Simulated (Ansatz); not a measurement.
Cost and result for the atomization energy of C₈H₁₈ (`CCCCCCCC`) (26 atoms, 25 bonds).

Cartesian coordinates in Å:
```
C -2.425 0.514 2.207
C -0.970 0.834 2.520
C -0.274 1.729 1.491
C 0.453 0.996 0.368
C -0.427 0.153 -0.543
C 0.300 -0.399 -1.762
C 1.409 -1.390 -1.439
C 2.048 -1.980 -2.684
H -2.868 -0.114 2.984
H -3.017 1.432 2.147
H -2.537 -0.008 1.255
H -0.934 1.323 3.499
H -0.401 -0.096 2.633
H 0.461 2.356 2.005
H -1.009 2.421 1.060
H 0.980 1.737 -0.246
H 1.232 0.367 0.813
H -1.275 0.760 -0.879
H -0.854 -0.684 0.021
H 0.719 0.433 -2.342
H -0.427 -0.890 -2.420
H 0.998 -2.196 -0.818
H 2.179 -0.903 -0.833
H 1.309 -2.508 -3.294
H 2.488 -1.197 -3.308
H 2.841 -2.689 -2.434
```

Charge 0, multiplicity 1. The geometry is a stationary point of PBE0-D4/def2-TZVP. It is one conformer, not always the lowest. Program: Ansatz. All runs use 4 threads of an AMD EPYC 7R13 on a shared host and a share of an NVIDIA H100 80 GB. Times are those of one run each, without the atoms' runs, and a repeat can differ threefold. Electronic energies, without spin–orbit coupling; frozen cores. CCSD(T)/CBS adds CCSD(T) − MP2 in def2-TZVPP to the MP2 limit, and its time is that of the two runs behind it. T1 = 0.008. B3LYP takes the VWN-RPA correlation (the form of Gaussian; ORCA's B3LYP/G).

CCSD(T)/CBS is a level of theory with its own doubt, some kJ/mol a heavy atom from the limit and from the frozen cores, so smaller differences don't rank the functionals.

| level | functions | wall time |
| --- | --- | --- |
| PBE0-D4/def2-TZVPP | 500 | 2.9 s |
| PBE-D4/def2-TZVPP (with forces) | 500 | 3.6 s |
| r2SCAN-D4/def2-TZVPP (with forces) | 500 | 4.2 s |
| B3LYP-D4/def2-TZVPP (with forces) | 500 | 4.8 s |
| ωB97M-V/def2-TZVPP (with forces) | 500 | 5 s |
| B2PLYP/def2-TZVPP | 500 | 5 s |
| ωB97X-V/def2-TZVPP | 500 | 5.5 s |
| MP2/def2-QZVPP | 996 | 6 s |
| CCSD(T)/def2-TZVPP | 500 | 32 s |
| CCSD(T)/CBS(def2) | – | 38 s |

What atomization energy does each give, and how far from CCSD(T)/CBS? (Estimate.)

Ansatz gave: 
```tsv
level	atomization (kJ/mol)	difference from CCSD(T)/CBS	per bond
PBE0-D4/def2-TZVPP	10433.8	75.7	3.0
PBE-D4/def2-TZVPP (with forces)	10526.4	168.3	6.7
r2SCAN-D4/def2-TZVPP (with forces)	10376.8	18.7	0.8
B3LYP-D4/def2-TZVPP (with forces)	10368.0	9.9	0.4
ωB97M-V/def2-TZVPP (with forces)	10384.6	26.5	1.1
B2PLYP/def2-TZVPP	10261.8	-96.3	-3.9
ωB97X-V/def2-TZVPP	10372.4	14.3	0.6
MP2/def2-QZVPP	10348.6	-9.5	-0.4
CCSD(T)/def2-TZVPP	10154.0	-204.1	-8.2
CCSD(T)/CBS(def2)	10358.1	0.0	0.0
```

From PBE to PBE0 (25 % exact exchange), in def2-TZVPP and without D4, the atomization energy moves by −84.5 kJ/mol: exact exchange takes away binding that semilocal exchange gives to molecules. The D4 term adds +82.9 kJ/mol with B3LYP and +45.0 kJ/mol with PBE0; it sums over pairs of atoms, weighted by their polarisabilities, and B3LYP, whose exchange is more repulsive, gets the larger term. In def2-TZVPP, CCSD(T) changes the Hartree–Fock value by +2254.1 kJ/mol (the triples alone add +112.0 kJ/mol) and MP2 by +2329.4 kJ/mol; breaking electron pairs costs correlation energy, which Hartree–Fock lacks.
